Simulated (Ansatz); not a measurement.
A made-up structure of H$_{2}$S$_{2}$O$_{2}$, singlet:

```xyz
6
angstrom
O -0.0667 0.6778 -1.3573
S 1.2076 -0.0038 -0.6030
O 0.4917 -0.9222 0.5520
S -0.0381 -0.1563 1.9604
H -0.4201 0.0503 -2.0004
H -0.4270 1.5768 -1.4102
```

It is relaxed with PBE-D4/def2-SVP and then PBE0-D4/def2-TZVP (Ansatz 0.2.0). Atoms count as bonded within 1.22 times the sum of their covalent radii (H–H: 0.88 Å). The end point is not checked to be a true minimum.

(1) Does its bonding change? (Judge from chemistry; the calculation decides.)

Answers

(1) The calculation gives: Yes. Formed: none; broken: O1–S2.

Where it ends: The first stage lowers the energy by 2.49 eV in 16 steps. It ends as a complex of H₂O + S₂O:
```tsv
atom	x (Å)	y (Å)	z (Å)
O1	-0.2882	0.6995	-1.8273
S2	2.0368	-0.2587	-0.1406
O3	0.8429	-0.8807	0.7087
S4	-0.4291	-0.1069	1.3258
H5	-1.2066	0.4198	-1.8033
H6	-0.2086	1.3497	-1.1217
```

For scale, one of the runs: PBE0-D4/def2-TZVP relaxation, 148 basis functions, launched by `ansatz run in.yaml --threads 2 --pin off --events-out ev --progress --plain --max-ram 4352MiB`. Hardware: 2 CPU threads of an Arm Neoverse N1, shared host. Wall time about 2.1 min.
